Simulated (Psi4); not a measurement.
Reaction (SMILES): O(F)F + H+ → F[OH+]F
B3LYP-D3(BJ)/def2-TZVP geometries, fixed; electronic energies without zero-point terms; positive where energy is released.
Largest species:
```xyz
4

F     -0.0223     1.1178    -0.2910
O      0.1853    -0.0026     0.5040
F     -0.0746    -1.1175    -0.2833
H     -0.6103     0.0182     1.1366
```
Charge +1, spin multiplicity 1.

Effect of the integral screening threshold at PBE/def2-TZVP with Psi4, against the last row, where the proton affinity is 114.82 kcal/mol. The proton sits at the site shown, which need not be the one that binds it best.

```
setting                largest shift of a total energy (mEh)  shift of the proton affinity (kcal/mol)
---------------------  -------------------------------------  ---------------------------------------
ints_tolerance: 1e-6                                   0.003                                    0.000
ints_tolerance: 1e-8                                   0.000                                    0.000
ints_tolerance: 1e-10                                  0.000                                    0.000
ints_tolerance: 1e-14                                  0.000                                    0.000
```

Within 0.02 kcal/mol in the proton affinity: ints_tolerance: 1e-6; ints_tolerance: 1e-8; ints_tolerance: 1e-10. The largest shift is 0.003 mEh in a total energy and 0.000 kcal/mol in the difference.
